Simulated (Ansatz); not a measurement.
Two isomers of C3H7NO: A = `NCC1CO1`, B = `NCCC=O`.

Calculated with Ansatz (gas phase, PBE0-D4/def2-TZVP geometries, no zero-point term in ΔE). CCSD(T)/CBS is the MP2 limit (def2-TZVPP, def2-QZVPP) plus CCSD(T) − MP2 in def2-TZVPP, frozen cores. Functionals use def2-TZVPP. One conformer a species, not always the lowest.

(1) Which is lower in electronic energy at CCSD(T)/CBS, and by how much? (An estimate is asked.)

(2) Give E(B) − E(A) in kJ/mol with B2PLYP, MP2/def2-TZVPP, HF/def2-TZVPP, CCSD(T)/def2-TZVPP, r2SCAN-D4, PBE-D4, PBE0-D4. (An estimate is asked.)

Largest T1 diagnostic: 0.012.

Answers

(1) Computed: B, by 88.9 kJ/mol.

(2) The calculation gave: B2PLYP -94.2, MP2/def2-TZVPP -85.0, HF/def2-TZVPP -108.4, CCSD(T)/def2-TZVPP -89.8, r2SCAN-D4 -82.5, PBE-D4 -80.5, PBE0-D4 -78.7. None reverses the order clearly.

In def2-TZVPP, CCSD(T) changes the Hartree–Fock value by +18.7 kJ/mol (the triples alone add +1.0 kJ/mol) and MP2 by +23.4 kJ/mol.
